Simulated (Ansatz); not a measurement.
Relaxation of the cluster B3H2 with UKS r2SCAN-D4/def2-TZVP.

```sh
$ ansatz run in.yaml --threads 4 --pin off --events-out ev --progress --plain --max-ram 3916MiB
```

```yaml
crystal:
  periodic: [false, false, false]
  atoms:
    - {symbol: B, position_ang: [-0.783660, -0.981670, 0.058870]}
    - {symbol: B, position_ang: [0.663900, -0.686560, 0.177670]}
    - {symbol: B, position_ang: [-0.828980, 0.481630, -0.169920]}
    - {symbol: H, position_ang: [-0.846680, 1.630060, -0.336030]}
    - {symbol: H, position_ang: [1.795420, -0.443470, 0.269420]}
basis:
  gaussian: {orbitals: def2-TZVP}
magnetization: {spin_polarized: true, initial_magnetization: 1}
hamiltonian: {xc: r2scan, dispersion: d4}
scf: {omitted_lower_state_checks: [starts]}
output: {orbitals: {seedname: orbitals}}
relax: {f_tol: 0.02, max_steps: 100}
```

It took 23 s on 4 threads of Arm Neoverse N1 on a shared host.

Positions (Å) and forces (eV/Å) at steps 1, 2, 3, 4, 6 of 6:

```xyz
5
step=1 energy=-2055.4782 eV
B    -0.784   -0.982    0.059   -1.417   -1.785    0.111
B     0.664   -0.687    0.178    0.949    0.284    0.057
B    -0.829    0.482   -0.170    0.079    0.987   -0.136
H    -0.847    1.630   -0.336   -0.144    0.525   -0.097
H     1.795   -0.443    0.269    0.533   -0.011    0.065
5
step=2 energy=-2055.5532 eV
B    -0.797   -0.998    0.060   -0.597   -0.747    0.042
B     0.676   -0.687    0.179    0.404    0.218    0.011
B    -0.831    0.494   -0.171    0.131    0.443   -0.042
H    -0.875    1.655   -0.343   -0.105    0.147   -0.040
H     1.826   -0.464    0.276    0.166   -0.062    0.029
5
step=3 energy=-2055.5716 eV
B    -0.811   -1.016    0.060    0.018    0.028   -0.005
B     0.677   -0.658    0.174    0.019   -0.126    0.023
B    -0.801    0.502   -0.167   -0.128   -0.013   -0.007
H    -0.904    1.662   -0.349    0.001    0.089   -0.016
H     1.839   -0.490    0.281    0.089    0.022    0.006
5
step=4 energy=-2055.5742 eV
B    -0.806   -1.009    0.059   -0.026   -0.037    0.001
B     0.684   -0.668    0.177    0.050   -0.015    0.008
B    -0.813    0.506   -0.169   -0.026    0.049   -0.006
H    -0.913    1.669   -0.351   -0.002    0.004   -0.003
H     1.848   -0.498    0.284    0.005   -0.001    0.000
5
step=6 energy=-2055.5744 eV
B    -0.804   -1.008    0.059   -0.001   -0.001    0.000
B     0.687   -0.670    0.178    0.000    0.000    0.000
B    -0.816    0.509   -0.168    0.000    0.000    0.001
H    -0.919    1.672   -0.353    0.000    0.001   -0.001
H     1.852   -0.503    0.285    0.001    0.000    0.000
```

The structure comes from a short search, and lower isomers may exist.
